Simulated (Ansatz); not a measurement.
**Competing steps**

Reactants: BH₂ClO ([OH][BH][Cl]) (brackets give SMILES or just the links). Saddle points were found for several chosen steps; others may exist. Gas-phase electronic energies, without zero-point energy, by CCSD(T) at an estimated basis limit (MP2 extrapolated from triple and quadruple zeta, plus CCSD(T) − MP2 in triple zeta); Ansatz 0.2.0, def2-TZVPP and QZVPP, frozen cores, on PBE0-D4/def2-TZVP structures. Extrapolation: Hartree–Fock as exp(−7.88 √X), correlation as X^−2.97. No counterpoise correction.

Task: Rank the steps by the energy of their saddle points, lowest first, and give each saddle's height above the lowest. (To be estimated.)
A. 1,2-elimination, to BClO + H₂ (breaks or loosens B–H, H–O; forms H–H)
B. 1,2-elimination, to BHO ([BH][O]) + HCl (breaks or loosens B–Cl, H–O; forms Cl–H)

Result: By the calculation: B (0.000 eV), A (0.585 eV). Heights count from the lowest.

The lowest of these saddles lies at 2.224 eV relative to the reactant.

Task: Does the lowest of these saddles lead to the lowest end structure (the products still in contact)? (Judge from chemistry; the calculation decides.)

Result: The calculation gives: No: the step over a higher saddle ends lower. Relative to the reactant, the ends lie at 1.266 (BHO ([BH][O]) + HCl); 1.085 (BClO + H₂) eV.

The T1 diagnostic stays at or below 0.017.

For scale, one of the runs: CCSD(T)/def2-TZVPP, 132 basis functions, launched by `ansatz run in.yaml --threads 2 --pin off --events-out ev --progress --plain --max-ram 4352MiB`. The run took 8.5 s on 2 CPU threads of an Arm Neoverse V1 (shared host), with 0.66 GiB of host memory at its peak.
